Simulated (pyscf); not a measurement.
PySCF, gas phase, ωB97X-D3(BJ)/def2-SVP geometries.

Task: HO–SiH•–Cl (SMILES O[SiH]Cl) + HF (SMILES F) → H₂O (SMILES O) + F–SiH•–Cl (SMILES F[SiH]Cl)
Surface: doublet. Broken: O–Si, F–H. Formed: H–O, F–Si. Give ΔE‡ and ΔE from ωB97M-D3(BJ)/def2-TZVP, relative to the separated reactants.

Result: ΔE‡ = 0.61 eV, ΔE = -0.34 eV. Zero-point energy shifts the barrier by +0.02 eV. It is a four-centre exchange, with an imaginary mode of 794i cm⁻¹. On the reactant side the descent ends in a complex, 0.18 eV under the separated species and 0.85 eV under the saddle at ωB97X-D3(BJ)/def2-TZVP. This is the saddle that the search found; another between the same sides may lie lower.
